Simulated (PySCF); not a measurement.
Species: C4H3F.
Bonds: C1–C2 (double), C2–C3, C3–C4 (double), C4–F5, C2–C4. Hydrogens: H6, H7 on C1; H8 on C3.

Computed with PySCF, PBE0-D3(BJ)/def2-SVP geometry optimisation, gas phase.

Give the optimised bond lengths and angles.

| bond | length (Å) | order |
| --- | --- | --- |
| C1=C2 | 1.331 | double |
| C2–C3 | 1.475 | single |
| C3=C4 | 1.314 | double |
| C4–F5 | 1.298 | single |
| C2–C4 | 1.418 | single |
| C1–H6 | 1.091 | single |
| C1–H7 | 1.091 | single |
| C3–H8 | 1.087 | single |

Orders are formal, as drawn. A selection of angles:
| angle | degrees |
| --- | --- |
| C2–C1–H6 | 120.5 |
| C2–C1–H7 | 120.8 |
| H6–C1–H7 | 118.7 |
| C1–C2–C3 | 151.1 |
| C1–C2–C4 | 154.9 |
| C3–C2–C4 | 54.0 |
| C2–C3–C4 | 60.8 |
| C2–C3–H8 | 147.3 |
| C4–C3–H8 | 151.9 |
| C3–C4–F5 | 147.0 |
| C2–C4–C3 | 65.2 |
| C2–C4–F5 | 147.8 |

Torsions: C1–C2–C3–C4 180° (antiperiplanar); C2–C3–C4–F5 180° (antiperiplanar); C1–C2–C4–C3 180° (antiperiplanar).

The 3-membered ring C2–C3–C4 has internal angles of 54.0° to 65.2°. The 4 C–C bonds span 1.314 Å (C3=C4, drawn double) to 1.475 Å (C2–C3, drawn single), a spread of 0.161 Å. The 5 heavy atoms lie in one plane (0.001 Å rms).

Point group: Cs (tolerance 0.08 Å). No PBE0-D3(BJ)/def2-SVP frequencies stand behind this structure, so it isn't proved a minimum.

The run took 24 s on an Intel Xeon Platinum 8259CL at 2.50 GHz with one thread, no GPU, shared host, and the process peaked at 0.36 GiB of memory. This is the geometry optimisation.
